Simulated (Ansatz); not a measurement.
P₄H₄⁺, that is cyclo-(PH)4 with one electron fewer. The state is a doublet with charge 1. Geometry r2SCAN-D4/def2-SVP, that of the neutral singlet; atoms count from 1.

| atom | x (Å) | y (Å) | z (Å) |
| --- | --- | --- | --- |
| P1 | -0.4501 | -0.0379 | -1.5851 |
| P2 | -1.6755 | -0.0050 | 0.3367 |
| P3 | 0.0824 | -1.2704 | 1.0468 |
| P4 | 1.3200 | 0.1655 | -0.1896 |
| H5 | -0.6045 | 1.3460 | -1.9202 |
| H6 | -1.1151 | 1.2347 | 0.8038 |
| H7 | 0.2537 | -0.6403 | 2.3216 |
| H8 | 2.1891 | -0.7925 | -0.8140 |

Problem. Estimate the Mulliken populations from the PBE0/def2-TZVP orbitals of Ansatz.

Solution. 
```
atom  charge (e)  spin (α − β)
  P1        0.08          0.19
  P2        0.05          0.09
  P3        0.08          0.19
  P4        0.13          0.42
  H5        0.17          0.02
  H6        0.16          0.07
  H7        0.17          0.02
  H8        0.16          0.00
```
Mulliken values depend strongly on the basis.

Problem. Where does the spin sit?

Solution. Summed by element: P 0.88, H 0.12, of 1 unpaired in all. Largest on single atoms: P4 0.42, P1 0.19, P3 0.19.

Problem. And the Mayer bond orders between heavy atoms (over 0.3)?

Solution. P1–P2 1.07 (2.28 Å); P1–P4 1.06 (2.26 Å); P2–P3 1.07 (2.28 Å); P3–P4 1.06 (2.26 Å).
